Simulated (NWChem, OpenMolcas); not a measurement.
# The same job for NWChem

This OpenMolcas 26.06 job computes C2H3F3 (1,1,1-trifluoroethane):

struct.xyz:
```
8

C     -1.201938    -0.267208     0.919129
C      0.557600     0.109900    -0.423700
F      1.692800    -0.382000     0.093900
F      0.395200    -0.458200    -1.627700
F      0.754200     1.420300    -0.629900
H     -1.028138     0.210092     1.882529
H     -1.324538    -1.340308     1.058829
H     -2.099138     0.147392     0.461629
```

job.input:
```
* C2H3F3 Kohn-Sham DFT

&GATEWAY
 BasLib=$CurrDir
 Coord=struct.xyz
 Basis=cc-pVDZ
 Group=NoSym

&SEWARD
 GridInput
 Grid=UltraFine
 End of Grid

&SCF
 KSDFT=HYB_GGA_XC_BHANDHLYP
 Thresholds=1e-10 1e-07 1e-07 1e-05
 PrOrbitals=1
```

```bash
$ export MOLCAS_MEM=1860
$ pymolcas job.input > job.log
```

(Basis files named in the input come from the Basis Set Exchange and aren't shown.)

The C1–C2 distance was set to 2.245 Å, away from the relaxed value.

A bond is far stretched, where a restricted reference may be unsound.

It gives a total energy of -377.310768 Eh.

Question: How is this level of theory, on these atoms, set up in NWChem 7.3.0 as an input file of the program's own?

Answer: This input was run:

c2h3f3.nw:
```
start c2h3f3
memory 2200 mb

geometry units angstrom noautosym nocenter noautoz
 C     -1.201938    -0.267208     0.919129
 C      0.557600     0.109900    -0.423700
 F      1.692800    -0.382000     0.093900
 F      0.395200    -0.458200    -1.627700
 F      0.754200     1.420300    -0.629900
 H     -1.028138     0.210092     1.882529
 H     -1.324538    -1.340308     1.058829
 H     -2.099138     0.147392     0.461629
end

basis spherical bse
 * library cc-pVDZ
end

dft
 xc bhlyp
 mult 1
 grid xfine
 convergence energy 1e-08
 maxiter 100
 mulliken
end

task dft energy
```

```bash
$ nwchem c2h3f3.nw > c2h3f3.out
```

Its energy is -377.310768 Eh, 0.000 mEh from the first.
